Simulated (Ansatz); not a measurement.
## How far a parabola holds: energy against volume of rock-salt KF

We consider rock-salt KF, described by LDA (Ansatz, an electronic-structure program, plane waves, PAW). Run with plane-wave cutoff 520 eV, 12×12×12 k mesh, Fermi–Dirac smearing 0.01 eV, scalar-relativistic PAW data made under PBE. The cell has no free parameter but its volume, all volumes share cutoff and mesh, and the runs aren't spin-polarised. Energies are free energies at the run's smearing, counted from the lowest row; static lattice.

```
V (Å³/atom)  E (meV/atom)
-----------  ------------
16.166                  ?
16.510               4.06
16.853               0.97
17.197               0.00
17.541               0.91
17.885               3.48
```

Taking a parabola for E over the 5 complete rows: With u = V - 17.2, the rows have u = -0.6900, -0.3470, -0.0030, 0.3410, 0.6850. Least squares gives E = -0.004 - 0.3133·u + 7.9810·u². Residuals (row less fit): 0.048, -0.096, 0.003, 0.093, -0.046; standard error 0.105 (degrees of freedom: 2). The fitted curve has its minimum at V = 17.2, where E = -0.01. Its curvature is d²E/dV² = 2 × 7.9810 meV/Å⁶, so B = V0·d²E/dV² × 0.1602 = 44.0 GPa.

Problem. What does the fit predict for E at V = 16.166, and how far is the calculated value from it?

Solution. u = -1.0340, so E = -0.004 - 0.3133 × (-1.0340) + 7.9810 × (-1.0340)² = 8.853 meV/atom. The calculation gives 9.54 meV/atom, 0.687 meV/atom above the prediction (7.2 % of the range of E in the table). The row lies outside the fitted rows, so this is an extrapolation. From the scatter of the fitted rows alone, a prediction at this place has a standard error of 0.250 meV/atom, so the miss is 2.8 times that.

The residuals are curvature that a parabola lacks, not noise. A solid that stiffens under compression and softens on expansion lies above the parabola at the compressed end and under it at the expanded end, as this row does. A third-order Birch-Murnaghan fit to the whole scan has B0 = 43.7 GPa. Only scans are tabulated whose curvature falls smoothly with volume, and where the parabola meets the shown rows within 5 % of their range and misses the end by 0.1 meV or more.

Measured, for comparison: bulk modulus 34.2 GPa (4 K, no zero-point or thermal correction; as tabulated in Doll and Stoll (1997), arXiv:cond-mat/9707218). Computed less measured: bulk modulus +28 %.
